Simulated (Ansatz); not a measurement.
`C=C(S)Cl`. Total charge 0; spin multiplicity 1.

```xyz
7

C     0.735    0.734    0.498
C    -0.047   -0.033   -0.248
S    -1.623   -0.575    0.291
Cl    0.402   -0.455   -1.865
H     0.461    0.952    1.523
H     1.647    1.159    0.100
H    -1.575   -1.781   -0.298
```

(1) List the harmonic frequencies (cm⁻¹, unscaled) at PBE0-D4/def2-TZVP in Ansatz. (Best estimate.)

(2) Is this a minimum?

(3) Give the ideal-gas thermochemistry at 298.15 K and 1 bar (rigid rotor, harmonic oscillator; point group C1, symmetry number 1).

Answers

(1) Ansatz gave: 220, 290, 362, 461, 594, 697, 806, 903, 954, 1128, 1404, 1670, 2705, 3180, 3277.

(2) Yes, all 15 modes are real.

(3) Zero-point energy 111.6 kJ/mol; H(298) − E = 126.9 kJ/mol; entropy 302.6 J/(mol·K), of which translation 165.6, rotation 109.4, vibration 27.7; G(298) − E = 36.6 kJ/mol.
